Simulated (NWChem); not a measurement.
The numbers come from NWChem runs, not from measurements. System: ozone (O3), charge 0, spin multiplicity 1, at a geometry optimised with PBE0/def2-SVP. Level: BHandHLYP/cc-pVDZ.

Job file:

```
start mol
memory heap 200 mb stack 900 mb global 1100 mb
geometry units angstroms nocenter noautoz
  O     -1.060667     0.000000    -0.210198
  O      0.000000     0.000000     0.420396
  O      1.060667     0.000000    -0.210198
  symmetry group C2v
end
basis spherical
  * library cc-pvdz
end
dft
  xc bhlyp
  semidirect memsize 60000000 filesize 0
  iterations 100
end
task dft energy
```

Output (cleaned and shortened):

```
             Northwest Computational Chemistry Package (NWChem) 7.3.0
             --------------------------------------------------------

                                NWChem Input Module
                                -------------------

 Scaling coordinates for geometry "geometry" by  1.889725989
 (inverse scale =  0.529177249)

 Turning off AUTOSYM since
 SYMMETRY directive was detected!

                             Geometry "geometry" -> ""
                             -------------------------

 Output coordinates in angstroms (scale by  1.889725989 to convert to a.u.)

  No.       Tag          Charge          X              Y              Z
 ---- ---------------- ---------- -------------- -------------- --------------
    1 O                    8.0000    -1.06066700     0.00000000    -0.21019800
    2 O                    8.0000     0.00000000     0.00000000     0.42039600
    3 O                    8.0000     1.06066700     0.00000000    -0.21019800

 Effective nuclear repulsion energy (a.u.)      70.8571342385

            Nuclear Dipole moment (a.u.)
            ----------------------------
        X                 Y               Z
 ---------------- ---------------- ----------------
     0.0000000000     0.0000000000     0.0000000000

      Symmetry information
      --------------------

 Group name             C2v
 Group number             16
 Group order               4
 No. of unique centers     2

      Symmetry unique atoms

     1    2


 Summary of "ao basis" -> "" (spherical)
 ------------------------------------------------------------------------------
       Tag                 Description            Shells   Functions and Types
 ---------------- ------------------------------  ------  ---------------------
 *                          cc-pvdz                   on all atoms

                                 NWChem DFT Module
                                 -----------------

 Summary of "ao basis" -> "ao basis" (spherical)
 ------------------------------------------------------------------------------
       Tag                 Description            Shells   Functions and Types
 ---------------- ------------------------------  ------  ---------------------
 O                          cc-pvdz                  6       14   3s2p1d

 Summary of "ao basis" -> "ao basis" (spherical)
 ------------------------------------------------------------------------------
       Tag                 Description            Shells   Functions and Types
 ---------------- ------------------------------  ------  ---------------------
 O                          cc-pvdz                  6       14   3s2p1d

      Symmetry analysis of basis
      --------------------------

        a1         17
        a2          5
        b1         13
        b2          7

            General Information
            -------------------
          SCF calculation type: DFT
          Wavefunction type:  closed shell.
          No. of atoms     :     3
          No. of electrons :    24
           Alpha electrons :    12
            Beta electrons :    12
          Charge           :     0
          Spin multiplicity:     1
          Use of symmetry is: on ; symmetry adaption is: on
          Maximum number of iterations: 100
          AO basis - number of functions:    42
                     number of shells:    18
          Convergence on energy requested:  1.00D-06
          Convergence on density requested:  1.00D-05
          Convergence on gradient requested:  5.00D-04

              XC Information
              --------------
                        BHLYP Method XC Functional
                     Hartree-Fock (Exact) Exchange  0.500
                        Slater Exchange Functional  0.500 local
                    Becke 1988 Exchange Functional  0.500 non-local
              Lee-Yang-Parr Correlation Functional  1.000

             Grid Information
             ----------------
          Grid used for XC integration:  medium
          Radial quadrature: Mura-Knowles
          Angular quadrature: Lebedev.
          Tag              B.-S. Rad. Rad. Pts. Rad. Cut. Ang. Pts.
          ---              ---------- --------- --------- ---------
          O                   0.60       49           6.0       434
          Grid pruning is: on
          Number of quadrature shells:    98
          Spatial weights used:  Erf1

          Convergence Information
          -----------------------
          Convergence aids based upon iterative change in
          total energy or number of iterations.
          Levelshifting, if invoked, occurs when the
          HOMO/LUMO gap drops below (HL_TOL):  1.00D-02
          DIIS, if invoked, will attempt to extrapolate
          using up to (NFOCK): 10 stored Fock matrices.

                    Damping( 0%)  Levelshifting(0.5)       DIIS
                  --------------- ------------------- ---------------
          dE  on:    start            ASAP                start
          dE off:    2 iters        100 iters           100 iters

      Screening Tolerance Information
      -------------------------------
          Density screening/tol_rho:  1.00D-10
          AO Gaussian exp screening on grid/accAOfunc:  14
          CD Gaussian exp screening on grid/accCDfunc:  20
          XC Gaussian exp screening on grid/accXCfunc:  20
          Schwarz screening/accCoul:  1.00D-08

      Superposition of Atomic Density Guess
      -------------------------------------

 Sum of atomic energies:        -224.29101330

      Non-variational initial energy
      ------------------------------

 Total energy =    -224.814409
 1-e energy   =    -450.789553
 2-e energy   =     155.118009
 HOMO         =      -0.294991
 LUMO         =      -0.130694

      Symmetry analysis of molecular orbitals - initial
      -------------------------------------------------

  Numbering of irreducible representations:

     1 a1          2 a2          3 b1          4 b2

  Orbital symmetries:

     1 a1          2 b1          3 a1          4 a1          5 b1
     6 a1          7 b1          8 b2          9 a1         10 a2
    11 b1         12 a1         13 b2         14 a1         15 b1
    16 a1         17 b1         18 a1         19 b2         20 b1
    21 a2         22 a1

------------------------------------------------------------
EAF file 0: "./mol.aoints.0" size=524288 bytes
------------------------------------------------------------
               write      read    awrite     aread      wait
               -----      ----    ------     -----      ----
     calls:        1         0         0         0         0
   data(b): 5.24e+05  0.00e+00  0.00e+00  0.00e+00
   time(s): 0.00e+00  0.00e+00  0.00e+00  0.00e+00  0.00e+00
rate(mb/s): 0.00e+00  0.00e+00
------------------------------------------------------------

   convergence    iter        energy       DeltaE   RMS-Dens  Diis-err    time
 ---------------- ----- ----------------- --------- --------- ---------  ------
 d= 0,ls=0.0,diis     1   -225.1018248597 -2.96D+02  3.08D-02  2.06D+00     0.4
 d= 0,ls=0.0,diis     2   -224.9473653156  1.54D-01  1.81D-02  4.09D+00     0.4
 d= 0,ls=0.0,diis     3   -225.2828508320 -3.35D-01  2.19D-03  2.67D-02     0.5
 d= 0,ls=0.0,diis     4   -225.2850764975 -2.23D-03  6.03D-04  2.03D-03     0.5
 d= 0,ls=0.0,diis     5   -225.2852673622 -1.91D-04  1.27D-04  1.66D-05     0.5
  Resetting Diis
 d= 0,ls=0.0,diis     6   -225.2852704557 -3.09D-06  3.65D-05  6.86D-07     0.5
 d= 0,ls=0.0,diis     7   -225.2852706347 -1.79D-07  4.45D-06  1.37D-08     0.6

         Total DFT energy =     -225.285270634650
      One electron energy =     -449.409675166029
           Coulomb energy =      178.706355035251
    Exchange-Corr. energy =      -25.439084742401
 Nuclear repulsion energy =       70.857134238528

 Numeric. integr. density =       23.999998981124

     Total iterative time =      0.4s

                  Occupations of the irreducible representations
                  ----------------------------------------------

                     irrep           alpha         beta
                     --------     --------     --------
                     a1                6.0          6.0
                     a2                1.0          1.0
                     b1                4.0          4.0
                     b2                1.0          1.0

                       DFT Final Molecular Orbital Analysis
                       ------------------------------------

 Vector   10  Occ=2.000000D+00  E=-4.317516D-01  Symmetry=b1
              MO Center= -1.7D-16,  7.8D-31, -1.6D-01, r^2= 1.7D+00
   Bfn.  Coefficient  Atom+Function         Bfn.  Coefficient  Atom+Function
  ----- ------------  ---------------      ----- ------------  ---------------
     6     -0.355702  1 O  pz                34      0.355702  3 O  pz
     4      0.347258  1 O  px                32      0.347258  3 O  px
     7      0.250232  1 O  px                35      0.250232  3 O  px
     9     -0.237619  1 O  pz                37      0.237619  3 O  pz
    18     -0.063050  2 O  px                21      0.038872  2 O  px

 Vector   11  Occ=2.000000D+00  E=-4.147199D-01  Symmetry=a1
              MO Center= -3.3D-16, -1.3D-16, -8.8D-02, r^2= 1.6D+00
   Bfn.  Coefficient  Atom+Function         Bfn.  Coefficient  Atom+Function
  ----- ------------  ---------------      ----- ------------  ---------------
     6      0.442910  1 O  pz                34      0.442910  3 O  pz
    20     -0.322071  2 O  pz                 9      0.318709  1 O  pz
    37      0.318709  3 O  pz                17     -0.232702  2 O  s
    23     -0.208453  2 O  pz                16     -0.080407  2 O  s
     7     -0.073889  1 O  px                35      0.073889  3 O  px

 Vector   12  Occ=2.000000D+00  E=-4.147149D-01  Symmetry=a2
              MO Center= -5.0D-16,  5.3D-17, -2.0D-01, r^2= 1.7D+00
   Bfn.  Coefficient  Atom+Function         Bfn.  Coefficient  Atom+Function
  ----- ------------  ---------------      ----- ------------  ---------------
     5      0.470259  1 O  py                33     -0.470259  3 O  py
     8      0.351379  1 O  py                36     -0.351379  3 O  py
    24     -0.040321  2 O  d -2

 Vector   13  Occ=0.000000D+00  E=-1.257390D-01  Symmetry=b2
              MO Center= -2.7D-17, -2.3D-16,  3.4D-04, r^2= 1.5D+00
   Bfn.  Coefficient  Atom+Function         Bfn.  Coefficient  Atom+Function
  ----- ------------  ---------------      ----- ------------  ---------------
    19      0.484227  2 O  py                 5     -0.400139  1 O  py
    22      0.399472  2 O  py                33     -0.400139  3 O  py
     8     -0.363031  1 O  py                36     -0.363031  3 O  py

 Vector   14  Occ=0.000000D+00  E= 1.961445D-01  Symmetry=a1
              MO Center=  1.1D-16,  2.2D-18, -6.9D-02, r^2= 1.6D+00
   Bfn.  Coefficient  Atom+Function         Bfn.  Coefficient  Atom+Function
  ----- ------------  ---------------      ----- ------------  ---------------
    17      1.254208  2 O  s                 23     -0.654041  2 O  pz
     7     -0.632018  1 O  px                35      0.632018  3 O  px
     3     -0.563427  1 O  s                 31     -0.563427  3 O  s
    20     -0.395324  2 O  pz                 4     -0.385386  1 O  px
    32      0.385386  3 O  px                16      0.273697  2 O  s

 Vector   15  Occ=0.000000D+00  E= 2.919735D-01  Symmetry=b1
              MO Center= -8.7D-16, -4.2D-30,  9.4D-02, r^2= 1.5D+00
   Bfn.  Coefficient  Atom+Function         Bfn.  Coefficient  Atom+Function
  ----- ------------  ---------------      ----- ------------  ---------------
    21      1.160609  2 O  px                 3      0.748851  1 O  s
    31     -0.748851  3 O  s                 18      0.606839  2 O  px
     7      0.550169  1 O  px                35      0.550169  3 O  px
     9      0.485963  1 O  pz                37     -0.485963  3 O  pz
     6      0.256170  1 O  pz                34     -0.256170  3 O  pz

 center of mass
 --------------
 x =   0.00000000 y =   0.00000000 z =   0.00000000

 moments of inertia (a.u.)
 ------------------
          15.142161769767           0.000000000000           0.000000000000
           0.000000000000         143.661234105133           0.000000000000
           0.000000000000           0.000000000000         128.519072335366

     Multipole analysis of the density
     ---------------------------------

     L   x y z        total         alpha         beta         nuclear
     -   - - -        -----         -----         ----         -------
     0   0 0 0     -0.000000    -12.000000    -12.000000     24.000000

     1   1 0 0      0.000000      0.000000      0.000000      0.000000
     1   0 1 0     -0.000000     -0.000000     -0.000000      0.000000
     1   0 0 1      0.271826      0.135913      0.135913      0.000000

     2   2 0 0    -12.779016    -38.529501    -38.529501     64.279985
     2   1 1 0     -0.000000     -0.000000     -0.000000      0.000000
     2   1 0 1      0.000000      0.000000      0.000000      0.000000
     2   0 2 0    -10.555018     -5.277509     -5.277509      0.000000
     2   0 1 1     -0.000000     -0.000000     -0.000000      0.000000
     2   0 0 2    -11.555894     -9.564692     -9.564692      7.573490

 Task  times  cpu:        0.5s     wall:        0.5s

 Total times  cpu:        0.6s     wall:        0.6s
```
